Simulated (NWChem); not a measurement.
# One shape, several levels: NaF (SMILES [F][Na])

Aim: a comparison of 6 runs (B3LYP/6-31G*, BHLYP/cc-pVTZ, TPSSh/aug-cc-pVDZ, M06-L/cc-pVTZ, TPSS/cc-pVTZ, CCSD(T)/cc-pVTZ) of NaF. 

The calculation is run with NWChem 7.3.0.

1 further run of the same task is left out (set aside as unsound or not needed).

## 1. The molecule

NaF has 2 atoms, charge 0, and is taken as a singlet. SMILES: `[F][Na]`. The coordinates come from a PBE0-D4/def2-TZVP relaxation.

Bond lengths: F1–Na2 1.922 Å.

## 2. Energy and forces at B3LYP/6-31G(d) (Cartesian functions) (run 1)

Input file run.py:

```python
from ase import Atoms
from ase.calculators.nwchem import NWChem

molecule = Atoms(['F', 'Na'], positions=[
    [-0.804100, 0.240100, -0.422400],
    [0.833600, -0.300300, 0.426500],
])

calc = NWChem(
    label='mymol',
    theory='dft',
    memory='2200 mb',
    basis='6-31G*',
    dft={'xc': 'b3lyp', 'mult': '1', 'grid': 'xfine', 'convergence': 'energy 1e-08', 'iterations': '100', 'mulliken': None, 'print': 'low'},
)
molecule.calc = calc

forces = molecule.get_forces()
print("Total energy (eV):", round(molecule.get_potential_energy(), 6))
print("forces (eV/A):")
for s, f in zip(molecule.symbols, forces):
    print(f"{s:2s} {f[0]:10.5f} {f[1]:10.5f} {f[2]:10.5f}")
```

On the command line:

```bash
export ASE_NWCHEM_COMMAND="nwchem PREFIX.nwi > PREFIX.nwo"
python run.py
```

Standard output:

```text
Total energy (eV): -7133.661823
forces (eV/A):
F     0.31414   -0.10367    0.16280
Na   -0.31414    0.10367   -0.16280
```

The calculator wrote mymol.nwi:

```
title "mymol"

permanent_dir mymol

scratch_dir mymol

start mymol

geometry units angstrom nocenter noautosym noautoz
  F  -8.0410000000000004e-01 2.4010000000000001e-01 -4.2240000000000000e-01
  Na 8.3360000000000001e-01 -3.0030000000000001e-01 4.2649999999999999e-01
end

memory 2200 mb

basis noprint
   * library 6-31G*
end

dft
  xc b3lyp
  mult 1
  grid xfine
  convergence energy 1e-08
  iterations 100
  mulliken
  print low
end

task dft gradient
```

mymol.nwo, cut to the lines that bear on the results:

```text
[...]
         Total DFT energy =     -262.157238774693
      One electron energy =     -423.917804154018
           Coulomb energy =      159.535028791211
    Exchange-Corr. energy =      -25.029408991615
 Nuclear repulsion energy =       27.254945579729
[... 1 line left out ...]
 Numeric. integr. density =       20.000000030432
[...]
      Total Density - Mulliken Population Analysis
     ---------------------------------------------
    Atom       Charge   Shell Charges
 -----------   ------   -------------------------------------------------------
    1 F    9     9.55   1.99  0.92  3.28  1.03  2.30  0.02
    2 Na  11    10.45   2.00  2.00  5.98  0.13  0.19 -0.02  0.06  0.12
[...]
                         DFT ENERGY GRADIENTS
    atom               coordinates                        gradient
                 x          y          z           x          y          z
   1 F      -1.519529   0.453723  -0.798220   -0.006109   0.002016  -0.003166
   2 Na      1.575276  -0.567485   0.805968    0.006109  -0.002016   0.003166
 Task  times  cpu:        2.6s     wall:        2.6s
 Total times  cpu:        2.6s     wall:        2.6s
```

Run time: 3.6 s. Hardware: 1 thread of AMD EPYC 7R13 (Zen 3), shared host; peak memory 0.11 GiB.

## 3. Energy and gradient at BHLYP/cc-pVTZ (run 2)

Input file run.py:

```python
from ase import Atoms
from ase.calculators.nwchem import NWChem

atoms = Atoms(['F', 'Na'], positions=[
    [-0.804100, 0.240100, -0.422400],
    [0.833600, -0.300300, 0.426500],
])

calc = NWChem(
    label='fna',
    theory='dft',
    memory='2200 mb',
    basis='cc-pVTZ',
    basispar='spherical bse',
    dft={'xc': 'bhlyp', 'mult': '1', 'grid': 'xfine', 'convergence': 'energy 1e-08', 'iterations': '100', 'mulliken': None, 'print': 'low'},
)
atoms.calc = calc

forces = atoms.get_forces()
e = atoms.get_potential_energy()
print(f"E = {e:.6f} eV")
print("forces (eV/A):")
for s, f in zip(atoms.symbols, forces):
    print(f"{s:2s} {f[0]:10.5f} {f[1]:10.5f} {f[2]:10.5f}")
```

On the command line:

```bash
export ASE_NWCHEM_COMMAND="nwchem PREFIX.nwi > PREFIX.nwo"
python run.py
```

Standard output:

```text
E = -7134.028837 eV
forces (eV/A):
F     0.01239   -0.00411    0.00643
Na   -0.01239    0.00411   -0.00643
```

The calculator wrote fna.nwi:

```
title "fna"

permanent_dir fna

scratch_dir fna

start fna

geometry units angstrom nocenter noautosym noautoz
  F  -8.0410000000000004e-01 2.4010000000000001e-01 -4.2240000000000000e-01
  Na 8.3360000000000001e-01 -3.0030000000000001e-01 4.2649999999999999e-01
end

memory 2200 mb

basis spherical bse noprint
   * library cc-pVTZ
end

dft
  xc bhlyp
  mult 1
  grid xfine
  convergence energy 1e-08
  iterations 100
  mulliken
  print low
end

task dft gradient
```

fna.nwo, cut to the lines that bear on the results:

```text
[...]
         Total DFT energy =     -262.170726281591
      One electron energy =     -424.081197617484
           Coulomb energy =      159.644466874908
    Exchange-Corr. energy =      -24.988941118744
 Nuclear repulsion energy =       27.254945579729
[... 1 line left out ...]
 Numeric. integr. density =       20.000000131942
[...]
      Total Density - Mulliken Population Analysis
     ---------------------------------------------
    Atom       Charge   Shell Charges
 -----------   ------   -------------------------------------------------------
    1 F    9     9.62   1.94  0.27  1.03  0.70  1.57  2.37  1.74  0.00  0.00  0.00
    2 Na  11    10.38   2.00  1.56  0.43  0.09 -0.02  6.02  0.07  0.04 -0.00  0.05  0.08  0.05
[...]
                         DFT ENERGY GRADIENTS
    atom               coordinates                        gradient
                 x          y          z           x          y          z
   1 F      -1.519529   0.453723  -0.798220   -0.000241   0.000080  -0.000125
   2 Na      1.575276  -0.567485   0.805968    0.000241  -0.000080   0.000125
 Task  times  cpu:       18.0s     wall:       18.0s
 Total times  cpu:       18.0s     wall:       18.0s
```

Run time: 19 s. Hardware: 1 thread of AMD EPYC 7R13 (Zen 3), shared host; peak memory 0.12 GiB.

Runs 3 to 4 aren't shown in full; the table further down has their settings and results.

## 4. Energy and gradient at TPSS/cc-pVTZ (run 5)

Input file struct.xyz:

```xyz
2

F     -0.804100     0.240100    -0.422400
Na     0.833600    -0.300300     0.426500
```

Input file struct.nw:

```
START struct
memory stack 880 mb heap 220 mb global 1100 mb

GEOMETRY units angstrom noautosym nocenter noautoz
  load struct.xyz
END

BASIS spherical bse
  F library cc-pVTZ
  Na library cc-pVTZ
END

DFT
  xc xtpss03 ctpss03
  grid xfine
  convergence energy 1e-08
  iterations 100
  mulliken
  print medium
END

TASK dft gradient
```

On the command line:

```bash
nwchem struct.nw > struct.out
```

Standard output:

```text
[...]
          Wavefunction type:  closed shell.
          No. of atoms     :     2
          No. of electrons :    20
[...]
          Charge           :     0
          Spin multiplicity:     1
[...]
          AO basis - number of functions:    64
[...]
              XC Information
              --------------
                  TPSS metaGGA Exchange Functional  1.000
             TPSS03 metaGGA Correlation Functional  1.000
[...]
 d= 0,ls=0.0,diis     1   -262.1304927241 -2.89D+02  3.77D-02  8.69D-01     2.3
[...]
 d= 0,ls=0.0,diis     8   -262.2362478251 -2.17D-10  6.70D-07  3.36D-09    12.2
         Total DFT energy =     -262.236247825080
      One electron energy =     -423.739165398700
           Coulomb energy =      159.253022579804
    Exchange-Corr. energy =      -25.005050585913
 Nuclear repulsion energy =       27.254945579729
[...]
      Total Density - Mulliken Population Analysis
     ---------------------------------------------
    Atom       Charge   Shell Charges
 -----------   ------   -------------------------------------------------------
    1 F    9     9.55   1.94  0.28  1.03  0.70  1.58  2.31  1.71  0.00  0.00  0.00
    2 Na  11    10.45   2.00  1.56  0.44  0.13 -0.02  6.04  0.06  0.06 -0.00  0.05  0.10  0.05
[...]
  wavefunction    = closed shell
                         DFT ENERGY GRADIENTS
    atom               coordinates                        gradient
                 x          y          z           x          y          z
   1 F      -1.519529   0.453723  -0.798220    0.005373  -0.001773   0.002785
   2 Na      1.575276  -0.567485   0.805968   -0.005373   0.001773  -0.002785
[...]
```

Wall time 21 s (1 thread of AMD EPYC 7R13 (Zen 3), shared host); peak memory 0.12 GiB.

## 5. The energy at CCSD(T)/cc-pVTZ (run 6)

Input file input.nw:

```
echo
start input
title "FNa"
memory stack 880 mb heap 220 mb global 1100 mb

geometry units angstrom noautosym nocenter noautoz
F       -0.804100       0.240100      -0.422400
Na       0.833600      -0.300300       0.426500
end

basis spherical bse
F library cc-pVTZ
Na library cc-pVTZ
end

scf
singlet
rhf
thresh 1e-08
maxiter 80
print medium
end

ccsd
freeze core 2
maxiter 60
end

task ccsd(t)
```

On the command line:

```bash
nwchem input.nw > input.out
```

Standard output:

```text
[...]
  functions       =    64
[...]
  wavefunction    = RHF
[...]
         Total SCF energy =   -261.367335494792
      One-electron energy =   -424.327477296266
      Two-electron energy =    135.705196221745
 Nuclear repulsion energy =     27.254945579729
        Time for solution =     16.1s
[...]
 Total MP2 energy:           -261.656642439164614
[...]
             energy      energy      error      ampl     ampl      Block
                                                time     time      time
[...]
 Total CCSD energy:           -261.654048699802161
[...]
 Total CCSD+T(CCSD) energy:           -261.662777371104767
[...]
 Total CCSD(T) energy:                -261.661895065346641
[...]
```

Run time: 65 s. Hardware: 1 thread of AMD EPYC 7R13 (Zen 3), shared host; peak memory 0.14 GiB.

## 6. The series

| run | level | Cartesian functions | task | energy (Eh) | largest force (eV/Å) | wall time |
| --- | --- | --- | --- | --- | --- | --- |
| 1 | B3LYP/6-31G* (Cartesian functions) | yes | gradient | -262.157239 | 0.369 | 3.6 s |
| 2 | BHLYP/cc-pVTZ | no | gradient | -262.170726 | 0.015 | 19 s |
| 3 | TPSSh/aug-cc-pVDZ | no | gradient | -262.191579 | 0.274 | 35 s |
| 4 | M06-L/cc-pVTZ | no | gradient | -262.195834 | 0.220 | 29 s |
| 5 | TPSS/cc-pVTZ | no | gradient | -262.236248 | 0.324 | 21 s |
| 6 | CCSD(T)/cc-pVTZ | no | energy | -261.661895 | – | 65 s |

## 7. What came out

```
                                          quantity          value
                               run 6: total energy  -261.66190 Eh
        run 6: HOMO energy (Hartree–Fock orbitals)      -11.54 eV
        run 6: LUMO energy (Hartree–Fock orbitals)       -0.32 eV
      run 6: HOMO–LUMO gap (Hartree–Fock orbitals)       11.22 eV
run 6: correlation energy (2 core orbitals frozen)     -294.6 mEh
                             run 6: (T) correction      -7.85 mEh
```

In words: Over runs 3, 4, 5 the dipole moment (its size) runs from 7.70 D (TPSS/cc-pVTZ) to 8.12 D (TPSSh/aug-cc-pVDZ). The two ends differ in method and basis. Over runs 3, 4, 5 the HOMO–LUMO gap runs from 3.05 eV (TPSS/cc-pVTZ) to 3.99 eV (TPSSh/aug-cc-pVDZ). Totals of different functionals can't be ranked against each other. All runs together took 2.9 min, the longest 65 s.
